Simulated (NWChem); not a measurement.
Program: NWChem. System: CH3Cl, charge -1, spin multiplicity 2, at the geometry of a parent with another charge or spin, in a state set for the comparison that need not be this species' ground state. Its SCF solution wasn't tested for a lower state.

Job file:

```
start mol
memory heap 200 mb stack 800 mb global 1000 mb
charge -1
geometry units angstroms nocenter noautoz
  C      1.127872    -0.056818     0.000000
  Cl    -0.660971     0.033297     0.000000
  H      1.463483    -0.596686     0.904647
  H      1.463483    -0.596686    -0.904647
  H      1.542311     0.968228     0.000000
  symmetry group Cs
end
basis spherical
  * library def2-tzvpd
end
dft
  xc slater vwn_5
  odft
  mult 2
  semidirect memsize 60000000 filesize 0
  iterations 100
end
task dft energy
```

The output up to the point where the run's verdict is printed (cleaned and shortened):

```
             Northwest Computational Chemistry Package (NWChem) 7.3.0
             --------------------------------------------------------

                                NWChem Input Module
                                -------------------

 Scaling coordinates for geometry "geometry" by  1.889725989
 (inverse scale =  0.529177249)

 Turning off AUTOSYM since
 SYMMETRY directive was detected!

                             Geometry "geometry" -> ""
                             -------------------------

 Output coordinates in angstroms (scale by  1.889725989 to convert to a.u.)

  No.       Tag          Charge          X              Y              Z
 ---- ---------------- ---------- -------------- -------------- --------------
    1 C                    6.0000     1.12787200    -0.05681800     0.00000000
    2 Cl                  17.0000    -0.66097100     0.03329700     0.00000000
    3 H                    1.0000     1.46348300    -0.59668600     0.90464700
    4 H                    1.0000     1.46348300    -0.59668600    -0.90464700
    5 H                    1.0000     1.54231100     0.96822800     0.00000000

 Effective nuclear repulsion energy (a.u.)      50.9037397874

            Nuclear Dipole moment (a.u.)
            ----------------------------
        X                 Y               Z
 ---------------- ---------------- ----------------
     0.0000037795    -0.0000056692     0.0000000000

      Symmetry information
      --------------------

 Group name             Cs
 Group number              2
 Group order               2
 No. of unique centers     4

      Symmetry unique atoms

     1    2    3    5


 Summary of "ao basis" -> "" (spherical)
 ------------------------------------------------------------------------------
       Tag                 Description            Shells   Functions and Types
 ---------------- ------------------------------  ------  ---------------------
 *                         def2-tzvpd                 on all atoms

                                 NWChem DFT Module
                                 -----------------
[...]
 d= 0,ls=0.5,diis    75   -498.2226242007 -1.10D-04  3.16D-03  1.36D-04    23.8
                                                     3.76D-05  5.02D-05
 d= 0,ls=0.5,diis    76   -498.2227161154 -9.19D-05  2.85D-03  1.46D-04    24.1
                                                     2.03D-05  6.18D-05
 d= 0,ls=0.5,diis    77   -498.2228117808 -9.57D-05  2.22D-03  1.48D-04    24.3
                                                     3.51D-05  6.59D-05
 d= 0,ls=0.5,diis    78   -498.2229463791 -1.35D-04  2.68D-03  1.10D-04    24.6
                                                     6.57D-05  3.51D-05
 d= 0,ls=0.5,diis    79   -498.2229986517 -5.23D-05  2.60D-03  1.41D-04    24.9
                                                     5.95D-05  6.32D-05
 d= 0,ls=0.5,diis    80   -498.2230330386 -3.44D-05  2.34D-03  1.78D-04    25.3
                                                     4.67D-05  9.57D-05
 d= 0,ls=0.5,diis    81   -498.2230535191 -2.05D-05  2.27D-03  2.17D-04    25.6
                                                     1.83D-05  1.29D-04
 d= 0,ls=0.5,diis    82   -498.2231258882 -7.24D-05  1.97D-03  2.10D-04    25.9
                                                     1.22D-05  1.24D-04
 d= 0,ls=0.5,diis    83   -498.2231993680 -7.35D-05  1.35D-03  1.99D-04    26.2
                                                     7.25D-05  1.16D-04
 d= 0,ls=0.5,diis    84   -498.2233257174 -1.26D-04  1.31D-03  1.44D-04    26.5
                                                     3.18D-05  7.18D-05
 d= 0,ls=0.5,diis    85   -498.2234213449 -9.56D-05  1.65D-03  1.15D-04    26.8
                                                     6.75D-05  5.14D-05
 d= 0,ls=0.5,diis    86   -498.2234531973 -3.19D-05  1.80D-03  1.34D-04    27.1
                                                     4.29D-05  6.96D-05
 d= 0,ls=0.5,diis    87   -498.2234727209 -1.95D-05  1.57D-03  1.62D-04    27.4
                                                     1.95D-05  9.42D-05
 d= 0,ls=0.5,diis    88   -498.2235044331 -3.17D-05  1.44D-03  1.70D-04    27.8
                                                     2.15D-05  9.98D-05
 d= 0,ls=0.5,diis    89   -498.2235261210 -2.17D-05  1.26D-03  1.83D-04    28.0
                                                     1.31D-05  1.12D-04
 d= 0,ls=0.5,diis    90   -498.2235749671 -4.88D-05  1.19D-03  1.73D-04    28.4
                                                     6.23D-06  1.04D-04
 d= 0,ls=0.5,diis    91   -498.2236121450 -3.72D-05  9.40D-04  1.70D-04    28.7
                                                     2.91D-05  1.03D-04
 d= 0,ls=0.5,diis    92   -498.2236777267 -6.56D-05  1.08D-03  1.46D-04    29.0
                                                     6.77D-06  8.43D-05
 d= 0,ls=0.5,diis    93   -498.2237219658 -4.42D-05  1.25D-03  1.37D-04    29.3
                                                     3.91D-05  7.84D-05
 d= 0,ls=0.5,diis    94   -498.2237286075 -6.64D-06  9.92D-04  1.56D-04    29.6
                                                     1.75D-05  9.56D-05
 d= 0,ls=0.5,diis    95   -498.2237767433 -4.81D-05  9.39D-04  1.40D-04    29.9
                                                     6.69D-06  8.36D-05
 d= 0,ls=0.5,diis    96   -498.2238172685 -4.05D-05  9.43D-04  1.30D-04    30.2
                                                     1.86D-05  7.60D-05
 d= 0,ls=0.5,diis    97   -498.2238397454 -2.25D-05  1.00D-03  1.32D-04    30.4
                                                     8.08D-06  7.87D-05
 d= 0,ls=0.5,diis    98   -498.2238645922 -2.48D-05  9.92D-04  1.32D-04    30.7
                                                     1.10D-05  7.92D-05
 d= 0,ls=0.5,diis    99   -498.2238858411 -2.12D-05  1.33D-03  1.32D-04    31.1
                                                     1.90D-05  8.03D-05
 d= 0,ls=0.5,diis   100   -498.2239015336 -1.57D-05  1.35D-03  1.38D-04    31.4
                                                     2.45D-05  8.68D-05
```

The run did not converge; its last values are not results. The next line reads: Calculation failed to converge. NWChem stopped with the message: dft energy failed.
